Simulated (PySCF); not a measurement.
3-buten-2-ol, C₄H₈O, SMILES C=C[C@@H](C)O, point group C1.

Level: B3LYP/pcSseg-1 in PySCF (density fitting, grid level 2); geometry and Hessian at that level, cubic constants and property derivatives from steps of ±0.6 along each species' dimensionless normal coordinates, second-order vibrational perturbation theory. The parent has the commonest isotopes.

Equilibrium geometry (Å):

```json
{"atom": "C1", "x": "-2.0139", "y": "-0.2582", "z": "-0.1821"}
{"atom": "C2", "x": "-0.9156", "y": "0.4899", "z": "-0.1565"}
{"atom": "C3", "x": "0.4773", "y": "0.0040", "z": "-0.4854"}
{"atom": "C4", "x": "1.5000", "y": "0.4595", "z": "0.5605"}
{"atom": "O5", "x": "0.5378", "y": "-1.4032", "z": "-0.6902"}
{"atom": "H6", "x": "-2.9869", "y": "0.1564", "z": "0.0697"}
{"atom": "H7", "x": "-1.9758", "y": "-1.3055", "z": "-0.4738"}
{"atom": "H8", "x": "-0.9889", "y": "1.5449", "z": "0.1148"}
{"atom": "H9", "x": "0.7639", "y": "0.4302", "z": "-1.4571"}
{"atom": "H10", "x": "1.2499", "y": "0.0524", "z": "1.5491"}
{"atom": "H11", "x": "1.5242", "y": "1.5523", "z": "0.6461"}
{"atom": "H12", "x": "2.4995", "y": "0.1096", "z": "0.2838"}
{"atom": "H13", "x": "0.3110", "y": "-1.8303", "z": "0.1501"}
```

(1) Give the equilibrium and ground-state rotational constants (MHz) of parent; ²H at 11.

(2) How is the parent's vibrational correction B0 − Be made up?

(3) And its quartic centrifugal distortion constants from the harmonic force field?

A mode lies under 250 cm⁻¹, where this perturbation treatment is rough. Internal rotors are held in one well.

Results:

(1) 
```csv
species,Ae,Be,Ce,A0,B0,C0,Δ0 (u Å²),harmonic ZPE (cm⁻¹)
parent,8140.1,3950.2,2939.7,8070.2,3911.6,2909.3,-18.110,24708
²H at 11,7743,3862.1,2839.3,7675,3825.5,2810.4,-18.129,24016
```

Δ0 = Ic − Ia − Ib from the ground-state constants.

(2) 
| axis | harmonic | Coriolis | cubic | total (MHz) |
| --- | --- | --- | --- | --- |
| a | 15.7 | -18.8 | -66.8 | -69.9 |
| b | 5.47 | -5.19 | -38.9 | -38.6 |
| c | 2.02 | -1.68 | -30.8 | -30.4 |

(3) Asymmetric top, A reduction, Ir representation: ΔJ = 1.07 kHz, ΔJK = 1.28 kHz, ΔK = 8.71 kHz, δJ = 0.173 kHz, δK = 2.62 kHz.
